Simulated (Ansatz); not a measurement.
A calculation with Ansatz (development build ahead of 0.2.0).

```yaml
crystal:
  periodic: [false, false, false]
  atoms:
    - { symbol: S, position_ang: [0.0, 0.0, 0.0] }
    - { symbol: H, position_ang: [1.15344, 0.0, 0.96785] }
    - { symbol: H, position_ang: [-0.99158, 0.0, 0.83204] }
basis:
  gaussian: { orbitals: "6-31G" }
magnetization:
  initial_magnetization: 2
hamiltonian:
  xc: hf
correlation:
  method: fci
  frozen_orbitals: { H: 0, S: 5 }
```

The input is written out in the form of the current development build from the run's settings.

Output:

* Converged: yes
* Total energy: -398.50067 hartree
* State: lowest triplet root, of any spatial symmetry
